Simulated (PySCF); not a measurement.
Energies from PySCF, thermal terms from the rigid-rotor harmonic-oscillator model, ideal gas at 1 bar. Table values come from the NASA 1993 polynomials. 6-31G* has spherical d functions here. All species are closed-shell singlets. B3LYP is the form with VWN-RPA correlation. The harmonic model lacks anharmonicity and excited electronic states, which grow with temperature; levels with a mode under 35 cm⁻¹ are left out. Internal rotation in CH₃OH is treated as a harmonic vibration of one conformer, which makes the entropy rough.

Harmonic frequencies at B3LYP/6-31G* (cm⁻¹): 345, 1070, 1099, 1182, 1399, 1513, 1526, 1542, 2996, 3038, 3131, 3750. Point group Cs; S°(298 K) = 237.5 J/mol/K at this level.

Task: Work out Cp and S° of gaseous CH₃OH at 500, 800, 1200, 1600, 2000 K from these, and set them beside the table.

Result: 
```
T (K)  Cp B3LYP/6-31G*  Cp table  S° B3LYP/6-31G*  S° table
-----  ---------------  --------  ---------------  --------
500               61.1      59.5            264.4     266.1
800               81.7      79.8            297.8     298.8
1200              99.6      96.7            334.6     334.7
1600             110.4     107.2            364.9     364.0
2000             117.0     114.1            390.3     388.8
```
Units J/mol/K.
